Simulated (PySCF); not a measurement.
Level of theory: ωB97X-D3(BJ)/def2-TZVP // PBE0-D3(BJ)/def2-TZVP (PySCF 2.14.0). Gas-phase values, no solvent. Excitations are Tamm–Dancoff values on a coarser integration grid. The basis has no diffuse functions, so Rydberg states are missing or too high.

Reference species (SMILES): `[Cl][Al]([Cl])[Cl]` (neutral, multiplicity 1).

The S1 excitation (TDA) comes out as 7.34 eV, the S1 oscillator strength is 0.000 and the T1 excitation (TDA) is 7.03 eV. The HOMO is -11.87 eV.

Changed species: `[Al]([I])([Cl])[Cl]` (1 of 3 Cl replaced by I; the reference has 0 of 3 Cl replaced by I).

Give the shifts of the S1 excitation (TDA), S1 oscillator strength, T1 excitation (TDA) and HOMO.

the S1 excitation (TDA) drops by 1.39 eV, to 5.95 eV; the S1 oscillator strength rises by 0.018, to 0.018; the T1 excitation (TDA) falls by 1.45 eV, to 5.58 eV; the HOMO increases by 1.35 eV, to -10.52 eV.
